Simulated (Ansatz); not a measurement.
**Forces on a displaced structure**

CH$_{5}$BSi, closed shell, displaced at random from a GFN2-xTB minimum.

```
8
angstrom
B -1.6933 0.6185 -0.9127
Si -0.0558 0.5471 -0.5834
C 0.7289 -0.5934 0.8027
H -2.6814 0.5652 -1.7419
H 1.0760 1.8905 -0.3418
H 1.1790 -0.2279 1.8262
H 1.6235 -1.0871 0.2599
H 0.0388 -1.5147 0.7475
```

Computed with Ansatz 0.2.0 (basis: def2-TZVPP); correlated methods freeze the cores.

CCSD(T) forces from the calculation:
```json
{"atom": "B1", "Fx": "-7.536", "Fy": "0.582", "Fz (eV/Å)": "-3.191"}
{"atom": "Si2", "Fx": "8.918", "Fy": "1.405", "Fz (eV/Å)": "3.553"}
{"atom": "C3", "Fx": "0.961", "Fy": "-2.073", "Fz (eV/Å)": "-1.120"}
{"atom": "H4", "Fx": "1.475", "Fy": "-0.023", "Fz (eV/Å)": "1.634"}
{"atom": "H5", "Fx": "-2.053", "Fy": "-1.570", "Fz (eV/Å)": "-0.864"}
{"atom": "H6", "Fx": "-1.638", "Fy": "-0.590", "Fz (eV/Å)": "-1.985"}
{"atom": "H7", "Fx": "-0.905", "Fy": "1.001", "Fz (eV/Å)": "0.707"}
{"atom": "H8", "Fx": "0.779", "Fy": "1.268", "Fz (eV/Å)": "1.266"}
```

Which atom feels the largest CCSD(T) force, and how large is it?

Si2, 9.70 eV/Å, along (0.92, 0.14, 0.37).

Root-mean-square difference of the force components from those of CCSD(T): PBE0-D4 0.135; wB97M-V 0.174; r2SCAN-D4 0.128; PBE-D4 0.234; SPW92 0.355; HSE06-D4 0.131 eV/Å.

The T1 diagnostic stays at or below 0.021. The restricted Hartree–Fock reference is unstable towards an unrestricted one here. These are differences at one structure, and CCSD(T) in triple zeta is itself an approximation.

For scale, one of the runs: CCSD(T)/def2-TZVPP forces, 174 basis functions (an equivalent command: `ansatz run in.yaml --threads 4`). Time: 75 s of wall clock on 4 CPU threads; the host was shared. Peak host memory: 2.9 GiB.
